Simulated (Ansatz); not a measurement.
# AlBNH (triplet): correlated methods under varied settings

Aim: run AlBNH (triplet) at one geometry under a spread of methods and options, and see what each costs and gives.

Program: Ansatz 0.2.0, Gaussian basis. Level of theory: the settings change from run to run. These are calculated values, not measurements.

31 further runs of the same task are left out: 17 that didn't finish, 14 set aside as unsound or not needed.

### 1 The system

The geometry is a PBE0/def2-TZVP stationary point (not a proven minimum).

4 atoms, charge 0, spin multiplicity 3.

Atoms are counted from 1 here; the program's logs count them from 0.

Bond lengths: Al1–N3 1.778 Å, Al1–H4 1.603 Å, B2–N3 1.257 Å. Angles: N3–Al1–H4 116.9°, Al1–N3–B2 169.1°.

As a file:

```xyz
4

Al    0.0000   -0.1127    1.0690
B     0.0000    0.0269   -1.9502
N     0.0000    0.1089   -0.6954
H     0.0000    1.2151    1.9670
```

### 2 MP2 on ROHF/cc-pVDZ

in.yaml

```yaml
crystal:
  periodic: [false, false, false]
  atoms:
    - {symbol: Al, position_ang: [0.000000, -0.112718, 1.068961]}
    - {symbol: B, position_ang: [0.000000, 0.026926, -1.950247]}
    - {symbol: N, position_ang: [0.000000, 0.108910, -0.695431]}
    - {symbol: H, position_ang: [0.000000, 1.215105, 1.966973]}
basis:
  gaussian: {orbitals: cc-pVDZ}
magnetization: {spin_polarized: false, initial_magnetization: 2}
correlation: {method: mp2, electrons: valence}
accuracy: high
scf: {lower_state_search: off}
output: {forces: true}
```

On the command line:

```bash
ansatz run in.yaml --threads 1 --pin off --events-out ev --progress --plain --max-ram 2393MiB
```

Log:

```text
Functional definition: HF
  name "HF"
  cite "Fock, Z. Phys. 61, 126 (1930) doi:10.1007/BF01340294"
  parent pbe
  exchange = exact_x
  correlation = 0
these checks for a lower state are left out or cut short: starts, cluster_reference, orbital_swaps, neighbouring_geometries, increment
1065 factors; integrals over basis functions are off by at most 3.0e-9 eV
mean field evaluation 1: about -8745.8111 eV, gradient 3.8e1 eV
mean field evaluation 2: about -8745.8713 eV, gradient 3.8e1 eV
mean field evaluation 4: about -8750.4067 eV, gradient 4.7e0 eV
mean field evaluation 8: about -8750.6201 eV, gradient 4.0e-1 eV
mean field evaluation 16: about -8750.6214 eV, gradient 1.0e-7 eV
mean field -8750.62142087 eV, -321.5794058329 hartree, gradient 1.7e-8 eV, S^2 2.000000; 0 other end points of the search recorded, 0 dependent functions left out
7 core orbitals not correlated: weight in the atoms' cores, before any rotation towards them, 1.000 or more for the frozen orbitals, at most 0.000 for the correlated occupied ones
reference -8750.62142087 eV, -321.5794058329 hartree; 7, 5 occupied and 37, 39 virtual orbitals, 1065 factors
second order -7.05201593 eV of doubles, -0.04626234 eV of singles
the calculation of the forces begins
Total energy: -8757.71969915 eV, -321.8402627480 hartree
Atom 0 at     0.000000    -0.112718     1.068961 Å, force     0.000000    -0.036585     1.158267 eV/Å
Atom 1 at     0.000000     0.026926    -1.950247 Å, force     0.000000    -0.103611    -1.734396 eV/Å
Atom 2 at     0.000000     0.108910    -0.695431 Å, force    -0.000000     0.220294     0.606212 eV/Å
Atom 3 at     0.000000     1.215105     1.966973 Å, force    -0.000000    -0.080098    -0.030084 eV/Å
Dipole moment:     0.000000    -0.118632    -0.043047 e Å
Checks for a lower state left out: starts, cluster_reference, orbital_swaps, neighbouring_geometries, increment
```

It took 5 s on 1 thread of AMD EPYC, shared host.

### 3 CCSD(T)/cc-pVDZ

Changes to in.yaml since step 2:

```diff
@@ -9,5 +9,5 @@
   gaussian: {orbitals: cc-pVDZ}
-magnetization: {spin_polarized: false, initial_magnetization: 2}
-correlation: {method: mp2, electrons: valence}
-accuracy: high
+magnetization: {spin_polarized: true, initial_magnetization: 2}
+hamiltonian: {xc: {name: PBE}}
+correlation: {method: ccsd_t, electrons: valence}
 scf: {lower_state_search: off}
```

Launched as before.

Log (excerpt; [...] marks lines left out):

```text
Functional definition: PBE
  name "PBE"
  cite "Perdew, Burke & Ernzerhof, Phys. Rev. Lett. 77, 3865 (1996) doi:10.1103/PhysRevLett.77.3865"
  parent pbe
[...]
493 factors; integrals over basis functions are off by at most 1.2e-3 eV
[...]
mean field -8770.14848967 eV, -322.2970123753 hartree, gradient 4.1e-6 eV, S^2 2.014538; 0 other end points of the search recorded, 0 dependent functions left out
7 core orbitals not correlated: weight in the atoms' cores, before any rotation towards them, 1.000 or more for the frozen orbitals, at most 0.000 for the correlated occupied ones
reference -8750.03906117 eV, -321.5580045085 hartree; 7, 5 occupied and 37, 39 virtual orbitals, 493 factors
second order -7.58997966 eV of doubles, -0.42999877 eV of singles
cycle   1  -7.63586680 eV  change    3.7e-1 eV  update   1.0e-1
[...]
cycle  15  -8.03819994 eV  change    2.9e-6 eV  update   1.5e-6
perturbative correction -0.35959771 eV, -0.0132149722 hartree
[...]
Total energy: -8758.43685882 eV, -321.8666178799 hartree
Atom 0 at     0.000000    -0.112718     1.068961 Å, force     0.000000    -0.161923     1.143537 eV/Å
Atom 1 at     0.000000     0.026926    -1.950247 Å, force    -0.000000    -0.118104    -1.842330 eV/Å
Atom 2 at     0.000000     0.108910    -0.695431 Å, force    -0.000000     0.254372     0.668776 eV/Å
Atom 3 at     0.000000     1.215105     1.966973 Å, force    -0.000000     0.025655     0.030017 eV/Å
Dipole moment:    -0.000000    -0.104311    -0.032700 e Å
Checks for a lower state left out: starts, cluster_reference, orbital_swaps, neighbouring_geometries, increment
```

Run time: 17 s. Hardware: 1 thread of AMD EPYC, shared host.

From the report: ⟨S²⟩ of the determinant 2.015 (pure triplet: 2.00); correlation -8.3978 eV; T1 0.025; largest double amplitude 0.06. The orbitals are Kohn-Sham ones, so correlation energy and T1 don't compare with those on Hartree-Fock orbitals.

### 4 BCCD on UHF/cc-pVDZ

Changes to in.yaml since step 3:

```diff
@@ -10,5 +10,3 @@
 magnetization: {spin_polarized: true, initial_magnetization: 2}
-hamiltonian: {xc: {name: PBE}}
-correlation: {method: ccsd_t, electrons: valence}
-scf: {lower_state_search: off}
+correlation: {method: bccd, electrons: outside_noble_gas}
 output: {forces: true}
```

Same command.

Log (excerpt; [...] marks lines left out):

```text
Functional definition: HF
  name "HF"
  cite "Fock, Z. Phys. 61, 126 (1930) doi:10.1007/BF01340294"
  parent pbe
[...]
493 factors; integrals over basis functions are off by at most 1.2e-3 eV
[...]
mean field -8750.77215835 eV, -321.5849453331 hartree, gradient 8.6e-6 eV, S^2 2.079209; 7 other end points of the search recorded, 0 dependent functions left out
determinant -8750.77215835 eV, -321.5849453331 hartree, with singles and doubles -8758.22875878 eV, -321.8589703445 hartree
determinant -8748.59937725 eV, -321.5050971003 hartree, with singles and doubles -8755.60064551 eV, -321.7623889631 hartree
determinant -8748.45188033 eV, -321.4996766884 hartree, with singles and doubles -8755.48218543 eV, -321.7580356356 hartree
determinant -8748.30092073 eV, -321.4941290254 hartree, with singles and doubles -8755.95638169 eV, -321.7754620267 hartree
7 core orbitals not correlated: weight in the atoms' cores, before any rotation towards them, 1.000 or more for the frozen orbitals, at most 0.000 for the correlated occupied ones
reference -8750.77215835 eV, -321.5849453331 hartree; 7, 5 occupied and 37, 39 virtual orbitals, 493 factors
second order -6.92329562 eV of doubles, -0.00000000 eV of singles
cycle   1  -7.42260801 eV  change    3.4e-2 eV  update   1.4e-2
[...]
cycle  15  -7.43093230 eV  change    3.1e-7 eV  update   6.6e-7
[...]
Total energy: -8758.20309066 eV, -321.8580270583 hartree
Atom 0 at     0.000000    -0.112718     1.068961 Å, force    -0.000000    -0.107328     1.044352 eV/Å
Atom 1 at     0.000000     0.026926    -1.950247 Å, force    -0.000000    -0.073470    -1.243386 eV/Å
Atom 2 at     0.000000     0.108910    -0.695431 Å, force     0.000000     0.183436     0.176146 eV/Å
Atom 3 at     0.000000     1.215105     1.966973 Å, force     0.000000    -0.002639     0.022888 eV/Å
Dipole moment:     0.000000    -0.111378    -0.050816 e Å
```

Wall time 23 s (1 thread of AMD EPYC, shared host).

From the report: ⟨S²⟩ of the determinant 2.079 (pure triplet: 2.00); correlation -7.4309 eV; largest double amplitude 0.06.

### 5 CCSD(T) on ROHF/cc-pVDZ

Changes to in.yaml since step 4:

```diff
@@ -9,4 +9,3 @@
   gaussian: {orbitals: cc-pVDZ}
-magnetization: {spin_polarized: true, initial_magnetization: 2}
-correlation: {method: bccd, electrons: outside_noble_gas}
-output: {forces: true}
+magnetization: {spin_polarized: false, initial_magnetization: 2}
+correlation: {method: ccsd_t, electrons: all}
```

Launched as before.

Log (excerpt; [...] marks lines left out):

```text
Functional definition: HF
  name "HF"
  cite "Fock, Z. Phys. 61, 126 (1930) doi:10.1007/BF01340294"
  parent pbe
[...]
493 factors; integrals over basis functions are off by at most 1.2e-3 eV
[...]
mean field -8750.62132521 eV, -321.5794023174 hartree, gradient 7.7e-6 eV, S^2 2.000000; 5 other end points of the search recorded, 0 dependent functions left out
[...]
determinant -8750.62132521 eV, -321.5794023174 hartree, with singles and doubles -8758.47690755 eV, -321.8680896437 hartree
determinant -8748.33767911 eV, -321.4954798709 hartree, with singles and doubles -8755.72706956 eV, -321.7670349614 hartree
determinant -8747.96058862 eV, -321.4816220510 hartree, with singles and doubles -8756.20405868 eV, -321.7845639883 hartree
reference -8750.62132521 eV, -321.5794023174 hartree; 14, 12 occupied and 37, 39 virtual orbitals, 493 factors
second order -7.31340716 eV of doubles, -0.04670838 eV of singles
cycle   1  -7.85623458 eV  change   -6.5e-4 eV  update   1.4e-3
[...]
cycle   8  -7.85681499 eV  change    2.0e-5 eV  update   1.4e-5
perturbative correction -0.32299652 eV, -0.0118699031 hartree
Total energy: -8758.80113672 eV, -321.8800048458 hartree
```

Wall time 25 s (1 thread of AMD EPYC, shared host).

From the report: correlation -8.1798 eV; T1 0.020; largest double amplitude 0.06.

### 6 BCCD(T) on ROHF/cc-pVDZ

Changes to in.yaml since step 5:

```diff
@@ -10,2 +10,4 @@
 magnetization: {spin_polarized: false, initial_magnetization: 2}
-correlation: {method: ccsd_t, electrons: all}
+correlation: {method: bccd_t, electrons: valence}
+accuracy: high
+output: {forces: true}
```

The command is unchanged.

Log (excerpt; [...] marks lines left out):

```text
Functional definition: HF
  name "HF"
  cite "Fock, Z. Phys. 61, 126 (1930) doi:10.1007/BF01340294"
  parent pbe
[...]
1065 factors; integrals over basis functions are off by at most 3.0e-9 eV
[...]
mean field -8750.62142087 eV, -321.5794058329 hartree, gradient 1.7e-8 eV, S^2 2.000000; 5 other end points of the search recorded, 0 dependent functions left out
[...]
determinant -8750.62142087 eV, -321.5794058329 hartree, with singles and doubles -8758.22707737 eV, -321.8589085536 hartree
determinant -8748.33776788 eV, -321.4954831333 hartree, with singles and doubles -8755.47880817 eV, -321.7579115237 hartree
determinant -8747.96068461 eV, -321.4816255788 hartree, with singles and doubles -8755.95681759 eV, -321.7754780459 hartree
7 core orbitals not correlated: weight in the atoms' cores, before any rotation towards them, 1.000 or more for the frozen orbitals, at most 0.000 for the correlated occupied ones
reference -8750.62142087 eV, -321.5794058329 hartree; 7, 5 occupied and 37, 39 virtual orbitals, 1065 factors
second order -7.05201593 eV of doubles, -0.04626234 eV of singles
cycle   1  -7.57326023 eV  change    3.2e-2 eV  update   1.9e-2
[...]
cycle  26  -7.58133184 eV  change  -2.1e-10 eV  update   1.0e-9
perturbative correction -0.34110911 eV, -0.0125355286 hartree
[...]
Total energy: -8758.54386183 eV, -321.8705501679 hartree
Atom 0 at     0.000000    -0.112718     1.068961 Å, force     0.000000    -0.153928     1.133760 eV/Å
Atom 1 at     0.000000     0.026926    -1.950247 Å, force     0.000000    -0.116799    -1.826602 eV/Å
Atom 2 at     0.000000     0.108910    -0.695431 Å, force    -0.000000     0.250235     0.664770 eV/Å
Atom 3 at     0.000000     1.215105     1.966973 Å, force    -0.000000     0.020493     0.028072 eV/Å
Dipole moment:    -0.000000    -0.104461    -0.033758 e Å
```

It took 68 s on 1 thread of AMD EPYC, shared host; peak memory 0.42 GiB.

From the report: correlation -7.9224 eV; largest double amplitude 0.06.

### 7 The runs in one table

Where basis and cores are those of an earlier UCCSDT(Q)/cc-pVDZ run (-8758.6021 eV), and the state is the same kind, the miss against it is given.

| level | correlated | functions | energy (eV) | from UCCSDT(Q) (meV) | time |
| --- | --- | --- | --- | --- | --- |
| MP2 on ROHF/cc-pVDZ | valence | 51 | -8757.7197 | 882.4 | 5 s |
| CCSD(T)/cc-pVDZ (on PBE orbitals) | valence | 51 | -8758.4369 | 165.2 | 17 s |
| BCCD on UHF/cc-pVDZ | outside noble gas | 51 | -8758.2031 | 399.0 | 23 s |
| CCSD(T) on ROHF/cc-pVDZ | all | 51 | -8758.8011 |  | 25 s |
| BCCD(T) on ROHF/cc-pVDZ | valence | 51 | -8758.5439 | 58.2 | 68 s |

### 8 What came out

| quantity | value |
| --- | --- |
| runs | 5 |
| quickest | MP2 on ROHF/cc-pVDZ, 5 s |
| slowest | BCCD(T) on ROHF/cc-pVDZ, 68 s |

Total energies in different bases, with other cores or another treatment of relativity can't be set against each other. BCCD(T) on ROHF/cc-pVDZ took 14 times as long as MP2 on ROHF/cc-pVDZ; the jobs differ in more than the method. Among the correlated runs with a miss given, it spans +58 to +882 meV. Cores frozen from Kohn-Sham orbitals shift the total energy.
